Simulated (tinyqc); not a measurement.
Worked calculation: LCCD on RHF in the sto-3g basis, for OH-, spin multiplicity 1. The basis has no diffuse functions, so it cannot describe the extra electron: this is an exercise in the method, not the real anion. One step of it, computed by the program tinyqc.

Problem. Orthogonalisation. S = U s U^T; symmetric (Loewdin) form X = U s^(-1/2) U^T, so that X^T S X = 1.

overlap S, order 1O 1s, 1O 2s, 1O 2px, 1O 2py, 1O 2pz, 2H 1s:
```
[[1.000000, 0.236704, 0.000000, 0.000000, 0.000000, 0.072874],
 [0.236704, 1.000000, 0.000000, 0.000000, 0.000000, 0.562226],
 [0.000000, 0.000000, 1.000000, 0.000000, 0.000000, 0.000000],
 [0.000000, 0.000000, 0.000000, 1.000000, 0.000000, 0.000000],
 [0.000000, 0.000000, 0.000000, 0.000000, 1.000000, 0.433192],
 [0.072874, 0.562226, 0.000000, 0.000000, 0.433192, 1.000000]]
```

Give: eigenvalues of S; X.

Solution.

eigenvalues of S: [0.280, 0.841, 1.000, 1.000, 1.122, 1.757]

X, order 1O 1s, 1O 2s, 1O 2px, 1O 2py, 1O 2pz, 2H 1s:
```
[[1.023, -0.139, 0.000, 0.000, -0.012, 0.028],
 [-0.139, 1.225, 0.000, 0.000, 0.153, -0.440],
 [0.000, 0.000, 1.000, 0.000, 0.000, 0.000],
 [0.000, 0.000, 0.000, 1.000, 0.000, 0.000],
 [-0.012, 0.153, 0.000, 0.000, 1.116, -0.334],
 [0.028, -0.440, 0.000, 0.000, -0.334, 1.313]]
```
